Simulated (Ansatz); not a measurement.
**SiH₃S radical: basis-set convergence**

One table from this session's results is given with a row withheld; the runs are named, their logs left out.

The runs use Ansatz 0.2.0, Gaussian basis; one geometry, several basis sets.

Plan: PBE0-D4/def2-SVP; ωB97M-V/def2-SVP; PBE0-D4/def2-QZVPP; ωB97M-V/def2-QZVPP; CCSD(T)/cc-pV(D+d)Z; CCSD(T)/cc-pV(T+d)Z; CCSD(T)/cc-pV(Q+d)Z; the functionals' def2-TZVPP values are taken from earlier runs.

## Structure used throughout

An earlier PBE0-D4 in a triple-zeta def2 set relaxation fixed the geometry.

SMILES `[SiH3][S]`, 5 atoms, charge 0, spin multiplicity 2.

Atoms are counted from 1 here; the program's logs count them from 0.

Bond lengths: Si1–S2 2.120 Å, Si1–H3 1.485 Å, Si1–H4 1.485 Å, Si1–H5 1.489 Å. Angles: S2–Si1–H3 112.2°, S2–Si1–H4 112.2°, S2–Si1–H5 103.6°, H3–Si1–H4 109.4°, H3–Si1–H5 109.7°, H4–Si1–H5 109.7°.

Set-up of the first run:

Input file in.yaml:

```yaml
crystal:
  periodic: [false, false, false]
  atoms:
    - {symbol: Si, position_ang: [-0.120930, -0.027132, -0.030157]}
    - {symbol: S, position_ang: [1.957819, -0.299860, 0.285379]}
    - {symbol: H, position_ang: [-0.937973, -0.679738, 1.024120]}
    - {symbol: H, position_ang: [-0.554266, -0.517292, -1.363168]}
    - {symbol: H, position_ang: [-0.294850, 1.450323, 0.042425]}
basis:
  gaussian: {orbitals: def2-SVP}
magnetization: {spin_polarized: true, initial_magnetization: 1}
hamiltonian: {xc: pbe0, dispersion: d4}
output: {orbitals: {seedname: orbitals}}
```

On the command line:

```sh
$ ansatz run in.yaml --threads 2 --pin off --events-out ev --progress --plain --max-ram 32768MiB --backend cpu
```

Among the steps run: PBE0-D4 in def2-SVP; ωB97M-V in def2-SVP; PBE0-D4 in def2-QZVPP; ωB97M-V in def2-QZVPP.

One of the session's tables, all rows but one given; the rest of the session is left out.

It belongs to the step «Density functionals: the series». 

```
functional       basis  HOMO (eV)  LUMO (eV)
   PBE0-D4    def2-SVP      -7.24      -4.52
   PBE0-D4  def2-TZVPP          ?          ?
   PBE0-D4  def2-QZVPP      -7.43      -4.63
   ωB97M-V    def2-SVP      -9.40      -2.40
   ωB97M-V  def2-TZVPP      -9.58      -2.61
   ωB97M-V  def2-QZVPP      -9.62      -2.66
```

Estimate the missing values for PBE0-D4, def2-TZVPP.

As computed: HOMO (eV): -7.40; LUMO (eV): -4.61. In the column «HOMO (eV)» it lies between PBE0-D4, def2-QZVPP (-7.43) and PBE0-D4, def2-SVP (-7.24).
